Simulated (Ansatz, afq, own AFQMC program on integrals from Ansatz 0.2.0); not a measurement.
**Zr, singlet: AFQMC among the cluster methods**

A free Zr atom.

Basis def2-TZVPP with its core potentials. Noble-gas cores (and the filled d shells of Ga–Kr and In–Xe) are frozen. Ansatz 0.2.0 and our own AFQMC program on the same integrals; the CISD trial comes from CCSD amplitudes, and released means the phaseless constraint is let go. ± is one standard error of the sampling. No spin–orbit coupling. The metal's outer-core s and p shells are frozen, which shifts wave-function levels against functionals.

Determinant: RHF, the one that the program's search chose, which needn't be the lowest solution.

Full CI on the same integrals is exact in this basis and with this determinant's frozen core.

Cautions: no spin-orbit coupling; outer-core shells of the metal frozen; another spin lies lower (by 737 meV); restricted determinant unstable towards unrestricted (UHF 1.22 eV lower, ⟨S²⟩ 1.40); strong correlation (T1 0.044, weight of the determinant 0.74, largest double 0.30); (T) is large, 10 % of the CCSD correlation; the CCSDT(Q) amplitudes may be one of several solutions (largest double 0.60); the released energies have errors that jump between times, so the bars are unsure, so no released level is given (meV from the phaseless value at times in 1/Eh: -35 ± 3 at 0.60, -53 ± 3 at 1.20, -93 ± 16 at 2.00, -92 ± 5 at 3.00, -96 ± 6 at 4.20); CCSDT(Q) on the UHF determinant differs (568 meV lower), perhaps since the unrestricted series falls towards higher spin.

The T1 diagnostic is 0.0443, the weight of the determinant in the CISD state is 0.736 and the size of the correlated space is 4 electrons in 52 orbitals.

Reference: full CI, correlation energy -2.681 eV.

```csv
level,E − E(reference) (meV),share of correlation (%)
HF,2680.8,0.00
MP2,1049.0,60.87
CCSD,424.8,84.15
CCSD(T),197.7,92.62
CCSDT,54.5,97.97
CCSDT(Q),0.6,99.98
ph-AFQMC/CISD,237.6 ± 3.0,91.14
```

CCSDT and higher add their correlation energy to the determinant of the CCSD(T) run, since their own runs factorise the integrals more tightly (a shift of under 2 meV). A walk keeps the symmetry of its determinant, which the program's search chose and which needn't be the lowest solution, so a lower state of the same spin and another symmetry isn't excluded.
